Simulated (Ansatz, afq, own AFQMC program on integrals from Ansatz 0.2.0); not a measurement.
Integrals from Ansatz 0.2.0, then the random walk in our own AFQMC program (afq).

```yaml
crystal:
  periodic: [false, false, false]
  atoms:
    - {symbol: Sb, position_ang: [0.000000, -0.017763, 0.002053]}
    - {symbol: H, position_ang: [0.000000, 0.948301, 0.979087]}
    - {symbol: H, position_ang: [0.000000, 1.197537, -1.227047]}
basis:
  gaussian: {orbitals: def2-SVPD}
total_charge: -1
magnetization: {spin_polarized: false}
correlation: {method: ccsd_t, electrons: outside_noble_gas, hamiltonian_folder: ham}
```

```sh
$ ansatz run in.yaml --threads 1 --pin off --events-out ev --progress --plain --max-ram 1382MiB
```

Options of the walk:

```
--method free --trial cisd --walkers 60 --time-step 0.03 --max-blocks 80 --target-error 0.00034 --factor-cut 1e-05 --seed 269 --times 0,0.3,0.6,1.2,1.8,2.4,3.6,4.8,6 --taylor-order 8
```

Times are imaginary, in 1/Eh. The walk had a cap of 512 s. Filled inner d shells are frozen with the cores. Core potentials past Kr, no spin–orbit coupling.

Log:

```
orbitals 39  electrons 4 4  factors 323 of 573
reference energy -240.34484490 Eh
CCSD correlation -0.13770806 Eh in 10 cycles, weight of the determinant in the CISD state 0.9050
repeat  energy at the last time / Eh  error
    10  -240.488457  0.000930
    20  -240.487702  0.000570
    30  -240.487707  0.000425
    40  -240.487491  0.000362
    50  -240.487208  0.000330
time / (1/Eh)  energy / Eh  error  mean overlap
  0.00  -240.482511  0.000130  1.1029
  0.30  -240.484633  0.000138  1.0922
  0.60  -240.485661  0.000166  1.0956
  1.20  -240.486598  0.000195  1.1096
  1.80  -240.486829  0.000196  1.1180
  2.40  -240.486939  0.000219  1.1261
  3.60  -240.487476  0.000286  1.1196
  4.80  -240.487070  0.000315  1.1439
  6.00  -240.487242  0.000327  1.0991
energy -240.487242 +/- 0.000327 Eh
```

The run passed its tests (error under three times the target), which doesn't prove that it has relaxed.

Against this walk (error 8.9 meV) on the same determinant: CCSD(T) 21.4 meV higher, CCSDT(Q) 1.5 meV lower (within the noise). The error is statistical, and a free projection of finite length keeps a remainder of its start.

Cautions: remainder of the start not in the error; no spin-orbit coupling; inner d shell frozen.

The walk took 79 s on 1 thread of Intel(R) Xeon(R) 6975P-C (Granite Rapids), with other jobs on the host. The log's last line is the free-projection energy.

CCSDT and higher add their correlation energy to the determinant of the CCSD(T) run, since their own runs factorise the integrals more tightly (a shift of under 2 meV). A walk keeps the symmetry of its determinant, which the program's search chose and which needn't be the lowest solution, so a lower state of the same spin and another symmetry isn't excluded.
